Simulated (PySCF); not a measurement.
Reaction (SMILES): FCF + 2 [H][H] (H2) → C (CH4) + 2 F (HF)
B3LYP-D3(BJ)/def2-TZVP geometries, fixed; electronic energies without zero-point terms.

Effect of the auxiliary basis of density fitting at HF/aug-cc-pVTZ with PySCF, against the last row, where the energy of full hydrogenation is -44.15 kcal/mol.

```json
[
 {"setting": "density fitting: autoaux", "fitting functions, largest species": "787", "largest shift of a total energy (mEh)": "0.010", "shift of the energy of full hydrogenation (kcal/mol)": "-0.007"},
 {"setting": "density fitting: def2-universal-jkfit", "fitting functions, largest species": "265", "largest shift of a total energy (mEh)": "0.059", "shift of the energy of full hydrogenation (kcal/mol)": "-0.038"},
 {"setting": "density fitting: cc-pvtz-jkfit", "fitting functions, largest species": "297", "largest shift of a total energy (mEh)": "0.063", "shift of the energy of full hydrogenation (kcal/mol)": "-0.035"},
 {"setting": "density fitting: cc-pvqz-jkfit", "fitting functions, largest species": "420", "largest shift of a total energy (mEh)": "0.019", "shift of the energy of full hydrogenation (kcal/mol)": "-0.009"},
 {"setting": "density fitting: none", "fitting functions, largest species": "-", "largest shift of a total energy (mEh)": "0.000", "shift of the energy of full hydrogenation (kcal/mol)": "0.000"}
]
```

Within 0.02 kcal/mol in the energy of full hydrogenation: density fitting: autoaux; density fitting: cc-pvqz-jkfit. The largest shift is 0.063 mEh in a total energy and 0.038 kcal/mol in the difference.
